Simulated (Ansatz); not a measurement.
# Al₂B (quartet): from Hartree-Fock to the top rungs, def2-QZVPP

The task here is to estimate one member of a computed series from the others.

Computed with Ansatz 0.2.0, Gaussian basis. Level: def2-QZVPP, core rule «outside noble gas», up to 11 orbitals frozen.

The runs, in order: UHF; ROHF; CCSD(T) on UHF.

3 further runs of the same task are left out: 1 that didn't finish, 2 set aside as unsound or not needed. Runs told in other sessions of the task aren't counted.

### The geometry

The geometry is a PBE0/def2-TZVP stationary point (not a proven minimum).

3 atoms, charge 0, spin multiplicity 4.

Atoms are counted from 1 here; the program's logs count them from 0.

Bond lengths: Al1–Al2 2.726 Å, Al2–B3 2.006 Å. Angles: Al1–Al2–B3 180.0°.

The first run:

The input, in.yaml:

```yaml
crystal:
  periodic: [false, false, false]
  atoms:
    - {symbol: Al, position_ang: [0.000000, 0.000000, 2.486400]}
    - {symbol: Al, position_ang: [0.000000, 0.000000, -0.240000]}
    - {symbol: B, position_ang: [0.000000, 0.000000, -2.246400]}
basis:
  gaussian: {orbitals: "def2-QZVPP.json"}
magnetization: {spin_polarized: true, initial_magnetization: 3}
hamiltonian: {xc: hf}
output: {orbitals: {seedname: orbitals}}
```

On the command line:

```bash
$ ansatz run in.yaml --threads 1 --pin off --events-out ev --progress --plain --max-ram 2393MiB
```

Steps of the session up to this table: UHF; ROHF; CCSD(T) on UHF.

One of the session's tables, all rows but one given; the rest of the session is left out.

```
  method  from UCCSD(T) (meV)
    ROHF              +5967.0
     UHF              +5867.7
    UMP2                    ?
   UCCSD               +389.2
UCCSD(T)                    0
```

Q: Estimate the row for UMP2 from the others.

As computed: from UCCSD(T) (meV): +1554.9. In the column «from UCCSD(T) (meV)» it lies between UCCSD (+389.2) and UHF (+5867.7).
